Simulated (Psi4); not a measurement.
Reaction (SMILES): P (PH3) → [PH2-] + H+
B3LYP-D3(BJ)/def2-TZVP geometries, fixed; electronic energies without zero-point terms.

The deprotonation energy at MP2 with Psi4, in kcal/mol, split into its Hartree-Fock and correlation parts. Density fitting with the program's default auxiliary sets. Cores are frozen. No added dispersion term, no relativity. Functions are those of the species that has most.

```
basis            X  functions  Hartree-Fock     MP2
---------------  -  ---------  ------------  ------
aug-cc-pV(D+d)Z  2         59        374.83  369.89
aug-cc-pV(T+d)Z  3        124        376.16  370.80
aug-cc-pV(Q+d)Z  4        227        376.40  370.79
```

Worked estimate of the basis-set limit from each neighbouring pair, with Hartree-Fock from the larger set and the correlation part extrapolated as X^-3.
Correlation parts: X = 2: -4.94, X = 3: -5.36, X = 4: -5.61.
- (2,3): (27·(-5.36) - 8·(-4.94))/19 = -5.54; with Hartree-Fock 376.16 the estimate is 370.62 kcal/mol.
- (3,4): (64·(-5.61) - 27·(-5.36))/37 = -5.79; with Hartree-Fock 376.40 the estimate is 370.61 kcal/mol.
The last two estimates differ by 0.02 kcal/mol; the largest set lies 0.18 from the last. Over the last step Hartree-Fock moves by 0.24 and the correlation part by -0.25.
